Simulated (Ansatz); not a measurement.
Frontier orbitals of Cl2O2S, SMILES `O=S(=O)(Cl)Cl`.

```xyz
5

O     1.2589    0.8288   -0.3503
S     0.1145    0.1596    0.1460
O    -0.3978    0.3719    1.4484
Cl   -1.3869    0.4577   -1.1611
Cl    0.4114   -1.8180   -0.0830
```

The species carries charge 0 and has multiplicity 1. Geometry: relaxed with PBE0-D4/def2-TZVP. Basis def2-TZVPP, Ansatz 0.2.0.

Orbital energies of one run (eV). Highest occupied ones, from the top: -8.67, -8.76, -8.86, -9.85, -10.12, -10.35, -10.44, -10.49, -13.11, -13.84, -14.55, -17.13, -22.95, -23.91. Empty: -3.72, -1.45, -0.12, 0.79, 4.74, 5.62.

**Question.** Which functional gave them?
A. r2SCAN
B. PBE
C. LC-ωPBE
D. ωB97X-V

**Answer.** A. HOMO energies: r2SCAN -8.67, ωB97X-V -12.30, PBE -8.27, LC-ωPBE -12.68 eV.

LC-ωPBE has ω = 0.4 bohr⁻¹.
